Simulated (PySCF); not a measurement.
Compound: C5H9N.
Structure used (PBE0-D3(BJ)/def2-SVP), in Å, numbered top down from 1:
```xyz
15
C5H9N angstrom
C      2.9982   -0.0747   -0.1836
C      1.8606   -0.4916   -0.1595
C      0.4783   -0.9501   -0.1223
C     -0.5274    0.1892    0.0932
C     -1.9405   -0.3598    0.1956
N     -0.4390    1.1050   -1.0274
H      4.0120    0.2785   -0.2082
H      0.3653   -1.6984    0.6796
H      0.2353   -1.4527   -1.0743
H     -0.2691    0.6609    1.0669
H     -2.2117   -0.8885   -0.7311
H     -2.0424   -1.0521    1.0450
H     -2.6657    0.4559    0.3413
H      0.5164    1.4480   -1.1196
H     -1.0277    1.9192   -0.8651
```

Linear response at CAM-B3LYP/def2-SVPD (PySCF, frozen core in the response, non-relativistic).

Static isotropic polarisability: 68.81 au (10.20 Å³), principal values 56.4, 61.8, 88.2 au.

(1) What is the polarisability at 1064 nm and at the sodium D line?

(2) What is the isotropic C6 coefficient between two such molecules, C6 = (3/π)∫α(iω)² dω?

(3) Which effective excitation energy ω̄ makes London's formula C6 = (3/4)α²ω̄ exact here?

(4) What molar refraction at the D line follows from R = (4π/3)·N_A·α′, with α′ the polarisability volume?

(5) What three-body coefficient follows from the one-pole estimate C9 = (3/4)·α·C6?

(6) How anisotropic is the static polarisability, by Δα² = ½[(α1 − α2)² + (α2 − α3)² + (α3 − α1)²]?

(7) What n − 1 at the D line would an ideal gas of it have at 273.15 K and 1 atm (2.6868 × 10¹⁹ cm⁻³), by n − 1 = 2π·N·α′?

(8) How many electrons N does the Slater–Kirkwood formula C6 = (3/4)·√N·α^(3/2) need to give this C6?

Results:

(1) 69.36 au at 1064 nm (+0.8 %), 70.64 au at 589.3 nm (+2.7 %). The rise at 589.3 nm is 3.35 times that at 1064 nm; a pure ω² law gives 3.26. The lowest singlet lies at 191 nm, shorter than both wavelengths.

(2) 1975 au (Eh·bohr⁶) by a ten-point quadrature over imaginary frequencies, which is 1180 eV·Å⁶ or 114 J·nm⁶/mol.

(3) ω̄ = 4·C6/(3α²) = 0.556 Eh = 15.1 eV. A one-pole form α(ω) = α/(1 − ω²/ω̄²) fitted to the 1064 nm value gives 13.1 eV.

(4) α′ = 10.47 Å³ gives R = 26.41 cm³/mol, for isolated, non-vibrating species.

(5) 102000 au. This is an estimate from the two numbers above, not a computed integral.

(6) Δα = 29.5 au, or 0.43 of the isotropic value.

(7) 17.67 × 10⁻⁴, a formal value whether or not that pressure can be reached.

(8) N = (4·C6/3)²/α³ = 21.3; the species has 46 electrons in all.

One conformer stands for the species.
